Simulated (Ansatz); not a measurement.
A nudged elastic band was laid between two geometries of C$_{2}$H$_{4}$S$_{2}$ (8 atoms, charge 0, multiplicity 1).

These are results of Ansatz 0.2.0, RKS PBE-D4/def2-SVPD, not measurements.

```yaml
movable_images: 7
climbing_image: yes
spring: 5.0 eV/Å²
optimiser: quadratic models (default)
start_path: through a guess of the saddle point
force_threshold: 0.05 eV/Å
iteration_limit: 60
end_points: relaxed
```

Image 0:

```xyz
8
Properties=species:S:1:pos:R:3
C -0.317 0.829 -0.181
C -0.066 -0.624 0.133
S 1.246 -1.050 1.325
S 1.270 -1.494 -0.752
H 0.638 1.374 -0.287
H -0.892 0.921 -1.123
H -0.913 1.296 0.628
H -0.965 -1.253 0.257
```

Image 8:

```xyz
8
Properties=species:S:1:pos:R:3
C -0.316 0.830 -0.178
C -0.014 -0.569 0.295
S 1.716 -1.020 0.651
S 0.530 -1.809 -0.925
H -0.319 1.530 0.681
H 0.440 1.162 -0.912
H -1.319 0.866 -0.648
H -0.718 -0.991 1.035
```

Problem. What changes between the two ends?

Solution. No bond is made or broken. The dihedral H5–C1–C2–S3 goes from 42 to -79°. The two ends are copies of one structure, up to a mirror image or an exchange of like atoms.

Problem. What energy profile does the band end with?

Solution. The forces met the threshold. The highest image is number 4 of 0 to 8, 0.134 eV above the ends, which have the same energy within 2 meV. A vibrational analysis at the climbing image gives one clearly imaginary mode, 220i cm⁻¹: a first-order saddle point.

```json
{"image": "0", "path coordinate (Å)": "0.00", "energy (eV)": "0.000", "dihedral H5–C1–C2–S3 (°)": "42"}
{"image": "1", "path coordinate (Å)": "0.37", "energy (eV)": "0.020", "dihedral H5–C1–C2–S3 (°)": "27"}
{"image": "2", "path coordinate (Å)": "0.74", "energy (eV)": "0.068", "dihedral H5–C1–C2–S3 (°)": "12"}
{"image": "3", "path coordinate (Å)": "1.12", "energy (eV)": "0.115", "dihedral H5–C1–C2–S3 (°)": "-3"}
{"image": "4", "path coordinate (Å)": "1.49", "energy (eV)": "0.134", "dihedral H5–C1–C2–S3 (°)": "-18"}
{"image": "5", "path coordinate (Å)": "1.86", "energy (eV)": "0.115", "dihedral H5–C1–C2–S3 (°)": "-33"}
{"image": "6", "path coordinate (Å)": "2.23", "energy (eV)": "0.068", "dihedral H5–C1–C2–S3 (°)": "-48"}
{"image": "7", "path coordinate (Å)": "2.60", "energy (eV)": "0.020", "dihedral H5–C1–C2–S3 (°)": "-64"}
{"image": "8", "path coordinate (Å)": "2.97", "energy (eV)": "0.000", "dihedral H5–C1–C2–S3 (°)": "-79"}
```

Problem. What is the geometry of the highest image?

Solution. 
```xyz
8
Properties=species:S:1:pos:R:3
C -0.321 0.840 -0.175
C -0.040 -0.601 0.230
S 1.574 -1.040 0.960
S 0.847 -1.708 -0.918
H 0.384 1.537 0.312
H -0.226 0.975 -1.267
H -1.349 1.122 0.123
H -0.869 -1.125 0.736
```

Problem. What are the harmonic wavenumbers there?

Solution. 220i, 288, 364, 488, 565, 719, 956, 1013, 1035, 1068, 1264, 1337, 1402, 1417, 2989, 3065, 3082, 3082 cm⁻¹.

Time of the run: 2 min on 2 threads of Arm Neoverse N1, on a shared host, peak memory 0.17 GiB.
